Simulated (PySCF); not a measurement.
Method: B3LYP-D3(BJ)/def2-TZVP (PySCF). Isolated molecules, 0 K electronic values unless said otherwise. B3LYP has the VWN-RPA correlation part, as in Gaussian. 

Reference species (SMILES): `N#C[S+]` (lower triplet) (charge +1, multiplicity 3).

| Quantity | Value |
|---|---|
| highest occupied spin orbital | -16.89 eV |

Changed species: `[OH+]` (lower triplet) (O, X = H, multiplicity 3; the reference has S, X = cyano, multiplicity 3).

Give the shifts of the highest occupied spin orbital.

the highest occupied spin orbital falls by 8.23 eV, to -25.12 eV.
